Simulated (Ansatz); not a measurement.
in.yaml

```yaml
crystal:
  periodic: [false, false, false]
  atoms:
    - {symbol: Cl, position_ang: [0.000000, -0.422560, 2.298070]}
    - {symbol: Si, position_ang: [0.000000, 0.938299, 0.726778]}
    - {symbol: Ge, position_ang: [0.000000, -0.156547, -1.402607]}
basis:
  gaussian: {orbitals: def2-SVP}
total_charge: 1
magnetization: {spin_polarized: false, initial_magnetization: 2}
hamiltonian: {xc: {name: r2SCAN}}
correlation: {method: ccsd_t, frozen_orbitals: {Cl: 9}}
```

```sh
$ ansatz run in.yaml --threads 1 --pin off --events-out ev --progress --plain --max-ram 2393MiB
```

**Question.** How does this run end?

**Answer.** Refused. The input was made wrong on purpose (wrong frozen-orbital counts), so the run isn't a sound calculation of what was asked.
```
Error: "frozen_orbitals" has no count for Si
```
